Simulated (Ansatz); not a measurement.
Basis-set extrapolation for `NCOCN` (PBE0-D4/def2-TZVP geometry, frozen core, Ansatz 0.2.0). Multiplicity 1, RHF reference.

|  | def2-TZVPP | def2-QZVPP |
| --- | --- | --- |
| HF | -264.250807 | -264.263613 |
| MP2 correlation | -1.013251 | -1.085319 |
| CCSD(T) correlation | -1.089484 | not run |

Energies in hartree. Use E(X) = E(∞) + A·exp(−7.88·√X) for Hartree–Fock and E(X) = E(∞) + B·X^(−2.97) for correlation, with X = 3 and 4, and add CCSD(T) minus MP2 of the smaller set to the MP2 limit.

What is the CCSD(T) energy at the basis-set limit?

HF limit: -264.263613 + (-0.012806) × 0.13774 = -264.26538. MP2 limit: -1.085319 + (-0.072068) × 0.74074 = -1.13870. Higher-order term: -1.089484 − (-1.013251) = -0.07623. Total: -265.48031 hartree, 87.9 kcal/mol below CCSD(T)/def2-TZVPP.
